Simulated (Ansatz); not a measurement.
Molecule: C2H3O, charge -1, multiplicity 1. It need not be the lowest isomer of its formula. Whether it binds its extra electron was not tested at this geometry. 
Coordinates optimised at B3LYP-D3(BJ)/def2-TZVP (Ansatz, a program for electronic structure):
```
C
O 1 1.2632
C 1 1.3793 2 130.67
H 3 1.0852 1 120.09 2 180.00
H 3 1.0868 4 118.55 1 -180.00
H 1 1.1289 2 116.97 3 180.00
```
Charge -1, spin multiplicity 1.

Basis-set convergence of Hartree-Fock and MP2 correlation energies (hartree) with Ansatz. Correlated levels leave the core frozen unless marked. Spin-orbit coupling is left out. No relativistic terms. This anion needs diffuse functions, which these sets lack.

```
basis    functions       E(HF)  E(corr, MP2)
-------  ---------  ----------  ------------
cc-pVDZ          -  -152.30120      -0.46291
cc-pVTZ        132         [?]           [?]
```

**Question.** Fill in the missing entries.

**Answer.** 
- cc-pVTZ, E(HF): -152.35566
- cc-pVTZ, E(corr, MP2): -0.58070
